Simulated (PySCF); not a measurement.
Compound: 1,3-dioxane, C₄H₈O₂.
SMILES: `C1COCOC1`

The closed-shell ground state was solved at several levels (PySCF, density fitting, gas phase, non-relativistic). The structure is a single GFN2-xTB conformer in the gas phase; no vibrational or solvent corrections.

| level | basis functions | total energy (Eh) | HOMO (eV) | LUMO (eV) | gap (eV) | dipole (D) |
| --- | --- | --- | --- | --- | --- | --- |
| CAM-B3LYP/def2-SVPD | 190 | -307.3249 | -9.22 | 1.35 | 10.57 | 2.20 |
| PBE0/pcSseg-1 | 142 | -307.2864 | -7.65 | 1.56 | 9.21 | 2.07 |

Problem. What might B3LYP/pcJ-1 (242 basis functions) give for the same quantities?

Solution. Total energy -307.6813 Eh, HOMO -7.37 eV, LUMO 1.28 eV, gap 8.65 eV, dipole 2.04 D.

Problem. Over all these levels, which gives the widest orbital gap and which the narrowest?

Solution. CAM-B3LYP/def2-SVPD (range-separated hybrid) has the widest, 10.57 eV, and B3LYP/pcJ-1 (global hybrid, 20 % exact exchange) the narrowest, 8.65 eV. Functional and basis both differ between the two, so the spread mixes both effects.

Problem. How far do the dipole and the HOMO energy spread over the levels?

Solution. The dipole runs from 2.04 to 2.20 D (mean 2.11 D) and the HOMO from -9.22 to -7.37 eV.
